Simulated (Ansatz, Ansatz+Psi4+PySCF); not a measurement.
```xyz
9

C     1.4506   -0.4339    0.0000
N     0.4754    0.6448    0.0000
C    -0.8681    0.4264    0.0000
H     2.0849   -0.3946   -0.8902
H     2.0848   -0.3947    0.8903
H     0.8975   -1.3716   -0.0001
H     0.7972    1.5997    0.0000
H    -1.4373    1.3761    0.0000
O    -1.4062   -0.6605    0.0000
```

Basis set: cc-pVTZ (spherical functions). Left uncorrelated: 4 orbitals. Charge 0, multiplicity 1.

Computed with Ansatz (development build ahead of 0.2.0); each method stands on the lowest determinant of its kind that the runs found. Restricted open shells among the atoms or ions are ROHF, correlated in semicanonical orbitals with singles.

(1) Give the atomization energy at this shape (free ground-state atoms in the same class of orbitals less the molecule, no zero-point energy) of singlet C2H5NO by RHF-MP2, RHF.

Answers

(1)

```csv
method,atomization energy
RHF-MP2,36.78 eV
RHF,26.29 eV
```
